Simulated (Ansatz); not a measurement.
# C₃H₉N (singlet): from Hartree-Fock to the top rungs, cc-pVTZ

One table from this session's results is given with a row withheld; the runs are named, their logs left out.

Method: cc-pVTZ, core rule «outside noble gas», up to 4 orbitals frozen; program: Ansatz 0.2.0, Gaussian basis.

Plan: UHF; CCSD(T) on RHF; BCCD(T) on RHF.

21 further runs of the same task are left out: 3 that didn't finish, 18 set aside as unsound or not needed.

**The geometry**

The geometry is an MP2(full)/6-31G* stationary point (not a proven minimum).

13 atoms, charge 0, spin multiplicity 1.

Atoms are counted from 1 here; the program's logs count them from 0.

Bond lengths: N1–C2 1.453 Å, N1–C3 1.453 Å, N1–C4 1.453 Å, C2–H5 1.106 Å, C2–H6 1.093 Å, C2–H7 1.093 Å, C3–H8 1.106 Å, C3–H9 1.093 Å, C3–H10 1.093 Å, C4–H11 1.106 Å, C4–H12 1.093 Å, C4–H13 1.093 Å. Angles: C2–N1–C3 110.4°, C2–N1–C4 110.4°, C3–N1–C4 110.4°, N1–C2–H5 112.8°, N1–C2–H6 109.5°, N1–C2–H7 109.5°, H5–C2–H6 108.3°, H5–C2–H7 108.3°, H6–C2–H7 108.3°, N1–C3–H8 112.8°, N1–C3–H9 109.5°, N1–C3–H10 109.5°, H8–C3–H9 108.3°, H8–C3–H10 108.3°, H9–C3–H10 108.3°, N1–C4–H11 112.8°, N1–C4–H12 109.5°, N1–C4–H13 109.5° and more.

Set-up of the first run:

Contents of in.yaml:

```yaml
crystal:
  periodic: [false, false, false]
  atoms:
    - {symbol: N, position_ang: [0.000000, 0.000000, 0.369021]}
    - {symbol: C, position_ang: [0.000000, 1.378021, -0.092000]}
    - {symbol: C, position_ang: [1.193401, -0.689011, -0.092000]}
    - {symbol: C, position_ang: [-1.193401, -0.689010, -0.092000]}
    - {symbol: H, position_ang: [0.000000, 1.461142, -1.194724]}
    - {symbol: H, position_ang: [0.886157, 1.891052, 0.290830]}
    - {symbol: H, position_ang: [-0.886156, 1.891052, 0.290830]}
    - {symbol: H, position_ang: [1.265386, -0.730571, -1.194724]}
    - {symbol: H, position_ang: [1.194621, -1.712960, 0.290830]}
    - {symbol: H, position_ang: [2.080777, -0.178093, 0.290830]}
    - {symbol: H, position_ang: [-1.265386, -0.730571, -1.194724]}
    - {symbol: H, position_ang: [-2.080777, -0.178092, 0.290830]}
    - {symbol: H, position_ang: [-1.194621, -1.712960, 0.290830]}
basis:
  gaussian: {orbitals: cc-pVTZ}
magnetization: {spin_polarized: true, initial_magnetization: 0}
hamiltonian: {xc: hf}
output: {orbitals: {seedname: orbitals}}
```

Run with:

```
$ ansatz run in.yaml --threads 1 --pin off --events-out ev --progress --plain --max-ram 2880MiB --backend cpu
```

Steps of the session up to this table: UHF; CCSD(T) on RHF; BCCD(T) on RHF.

One of the session's tables, all rows but one given; the rest of the session is left out.

```
  method  from RCCSD(T) (meV)
     RHF             +22540.2
    RMP2              +2029.5
   RCCSD               +832.1
RCCSD(T)                    0
 BCCD(T)                    ?
```

Estimate the missing values for BCCD(T).

As computed: from RCCSD(T) (meV): -4.5. In the column «from RCCSD(T) (meV)» it is the lowest.

With the free atoms at the same levels and basis (separate runs), the atomisation energy is 49.141 eV at RCCSD(T), 36.984 eV at RHF.
